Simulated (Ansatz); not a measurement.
# AlH4S2+ (SMILES [AlH2][SH+]S): functionals against CCSD(T) at one geometry

The atoms stand at a frame of a short trajectory. How far do the functionals agree with CCSD(T) there?

Computed with Ansatz 0.2.0, Gaussian basis. Level: single points in def2-TZVPP.

Correlated methods freeze the cores.

## Step 1: The starting structure

SMILES `[AlH2][SH+]S`, 7 atoms, charge 1, spin multiplicity 1.

Atoms are counted from 1 here; the program's logs count them from 0.

Bond lengths: Al1–S2 2.365 Å, Al1–S3 2.500 Å, Al1–H4 1.558 Å, Al1–H5 1.642 Å, S2–S3 2.088 Å, S2–H6 1.363 Å, S3–H7 1.382 Å. Angles: S2–Al1–S3 50.7°, S2–Al1–H4 106.8°, S2–Al1–H5 112.5°, S3–Al1–H4 100.6°, S3–Al1–H5 119.9°, H4–Al1–H5 135.7°, Al1–S2–S3 68.0°, Al1–S2–H6 109.4°, S3–S2–H6 95.2°, Al1–S3–S2 61.3°, Al1–S3–H7 76.0°, S2–S3–H7 93.5°.

Coordinates:

```csv
atom,x (Å),y (Å),z (Å)
Al1,-0.83949,0.08295,-0.89772
S2,-0.30291,-0.01673,1.40302
S3,1.01585,-1.14538,0.24289
H4,-1.82726,-1.08855,-1.18074
H5,-0.56284,1.56740,-1.54233
H6,0.59987,0.96076,1.69940
H7,1.63174,-0.03084,-0.29320
```

## Step 2: PBE-D4/def2-TZVPP

run/in.yaml reads:

```yaml
crystal:
  periodic: [false, false, false]
  atoms:
    - {symbol: Al, position_ang: [-0.839491, 0.082953, -0.897724]}
    - {symbol: S, position_ang: [-0.302906, -0.016728, 1.403019]}
    - {symbol: S, position_ang: [1.015852, -1.145377, 0.242886]}
    - {symbol: H, position_ang: [-1.827265, -1.088549, -1.180737]}
    - {symbol: H, position_ang: [-0.562841, 1.567398, -1.542334]}
    - {symbol: H, position_ang: [0.599866, 0.960761, 1.699398]}
    - {symbol: H, position_ang: [1.631742, -0.030839, -0.293196]}
basis:
  gaussian: {orbitals: def2-TZVPP}
total_charge: 1
hamiltonian: {xc: pbe, dispersion: d4}
output: {forces: true}
```

Command:

```
$ ansatz run in.yaml --threads 1 --pin off --events-out ev --progress --plain --max-ram 4352MiB
```

## Step 3: r2SCAN-D4/def2-TZVPP

run/in.yaml: that of step 2 with these lines changed.

```diff
@@ -13,3 +13,3 @@
 total_charge: 1
-hamiltonian: {xc: pbe, dispersion: d4}
+hamiltonian: {xc: r2scan, dispersion: d4}
 output: {forces: true}
```

## Step 4: PBE0-D4/def2-TZVPP

run/in.yaml: that of step 3 with these lines changed.

```diff
@@ -13,3 +13,3 @@
 total_charge: 1
-hamiltonian: {xc: r2scan, dispersion: d4}
-output: {forces: true}
+hamiltonian: {xc: pbe0, dispersion: d4}
+output: {forces: true, orbitals: {seedname: orbitals}}
```

## Step 5: wB97M-V/def2-TZVPP

run/in.yaml: that of step 4 with these lines changed.

```diff
@@ -13,3 +13,3 @@
 total_charge: 1
-hamiltonian: {xc: pbe0, dispersion: d4}
-output: {forces: true, orbitals: {seedname: orbitals}}
+hamiltonian: {xc: {name: wB97M-V}}
+output: {forces: true}
```

## Step 6: CCSD(T)/def2-TZVPP

run/in.yaml: that of step 5 with these lines changed.

```diff
@@ -13,3 +13,3 @@
 total_charge: 1
-hamiltonian: {xc: {name: wB97M-V}}
+correlation: {method: ccsd_t}
 output: {forces: true}
```

(Steps that only read results are left out.)

What does the calculation give? Wanted: energy less free atoms, CCSD(T)/def2-TZVPP; RMS force component; RMS force error; HOMO and LUMO, PBE0-D4; T1 diagnostic.

The runs gave:

```
                                  quantity                                                             value
energy less free atoms, CCSD(T)/def2-TZVPP                                                        -10.012 eV
                       RMS force component                              0.485 to 0.600 eV/Å over the methods
                           RMS force error  PBE-D4 0.192, r2SCAN-D4 0.118, PBE0-D4 0.154, wB97M-V 0.104 eV/Å
                    HOMO and LUMO, PBE0-D4                                               -13.47 and -7.71 eV
                             T1 diagnostic                                                             0.012
```

Against CCSD(T) the functionals' energies less atoms differ by -0.796 to -0.409 eV, PBE-D4 by -0.717 eV. CCSD(T) in triple zeta still lacks some correlation energy of the bonds, so part of these gaps is its own basis error and they don't rank the functionals. For forces wB97M-V does best and PBE-D4 worst. Frozen-core CCSD(T) forces in triple zeta carry basis errors of their own, and this is one geometry, so small gaps rank nothing.
